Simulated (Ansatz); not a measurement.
## Energy profile

The step: BH₃O₂ ([OH][BH][OH]) → BHO ([BH][O]) + H₂O; bonds formed: O2–H4; bonds broken: B1–O2, O3–H4 (atoms numbered as in the saddle structure below).

```json
{"atom": "B1", "x (Å)": "-0.4846", "y (Å)": "0.1340", "z (Å)": "-0.4813"}
{"atom": "O2", "x (Å)": "0.5187", "y (Å)": "0.2848", "z (Å)": "0.7213"}
{"atom": "O3", "x (Å)": "-0.9720", "y (Å)": "-1.0197", "z (Å)": "-0.2313"}
{"atom": "H4", "x (Å)": "0.0365", "y (Å)": "-0.7334", "z (Å)": "0.7367"}
{"atom": "H5", "x (Å)": "-0.5596", "y (Å)": "1.0288", "z (Å)": "-1.2607"}
{"atom": "H6", "x (Å)": "1.4612", "y (Å)": "0.3054", "z (Å)": "0.5152"}
```

Electronic energies by CCSD(T) at an estimated basis limit (MP2 extrapolated from triple and quadruple zeta, plus CCSD(T) − MP2 in triple zeta), on PBE0-D4/def2-TZVP structures; BH3O2, closed shell; no counterpoise correction. Ansatz 0.2.0; basis: def2-TZVPP and def2-QZVPP; cores frozen in the correlated methods. Extrapolation: Hartree–Fock as exp(−7.88 √X), correlation as X^−2.97.

(1) Give the profile in kcal/mol, counted from the start structure. (Judge from chemistry; the value comes from the calculation.)

T1 diagnostic: at most 0.020.

## Answers

(1) Computed:
```json
{"point": "start structure", "kcal/mol": "0.00"}
{"point": "saddle", "kcal/mol": "55.12"}
{"point": "end structure", "kcal/mol": "39.30"}
{"point": "separated: BHO (linked as [BH][O]; B1, O3, H5; singlet) + H2O (O2, H4, H6; singlet)", "kcal/mol": "43.02"}
```

For scale, one of the runs: CCSD(T)/def2-TZVPP, 135 basis functions, launched by `ansatz run in.yaml --threads 2 --pin off --events-out ev --progress --plain --max-ram 4352MiB`. Time: 9 s of wall clock on 2 CPU threads of an Arm Neoverse V1; the host was shared. Peak host memory: 0.76 GiB.
